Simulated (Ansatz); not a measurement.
Basis-set extrapolation for C3H7FO (`CC(C)(O)F`) (PBE0-D4/def2-TZVP geometry, frozen core, Ansatz 0.2.0). Multiplicity 1, RHF reference.

|  | def2-TZVPP | def2-QZVPP |
| --- | --- | --- |
| HF | -292.118999 | -292.132375 |
| MP2 correlation | -1.011950 | -1.089444 |
| CCSD(T) correlation | -1.083591 | not run |

Energies in hartree. Use E(X) = E(∞) + A·exp(−7.88·√X) for Hartree–Fock and E(X) = E(∞) + B·X^(−2.97) for correlation, with X = 3 and 4, and add CCSD(T) minus MP2 of the smaller set to the MP2 limit.

**Question.** What is the CCSD(T) energy at the basis-set limit?

**Answer.** HF limit: -292.132375 + (-0.013376) × 0.13774 = -292.13422. MP2 limit: -1.089444 + (-0.077494) × 0.74074 = -1.14685. Higher-order term: -1.083591 − (-1.011950) = -0.07164. Total: -293.35271 hartree, 94.2 kcal/mol below CCSD(T)/def2-TZVPP.
